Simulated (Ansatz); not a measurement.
C$_{4}$H$_{6}$O (`C=C=C(C)O`), charge 0, multiplicity 1.

(1) Give a relaxed structure at PBE0-D4/def2-TZVP (the Gaussian-basis code of Ansatz). (Best estimate.)

Results:

(1) Computed: 
Cartesian coordinates in Å:
```
C -0.946 1.073 -1.593
C -0.341 0.310 -0.729
C 0.266 -0.455 0.140
C 0.455 -0.115 1.577
O 0.807 -1.674 -0.173
H -2.018 1.002 -1.770
H -0.408 1.819 -2.174
H 1.521 -0.093 1.819
H 0.017 0.855 1.806
H -0.012 -0.877 2.206
H 0.659 -1.845 -1.109
```
Point group Cs.
This is one stationary point; other conformers may exist.
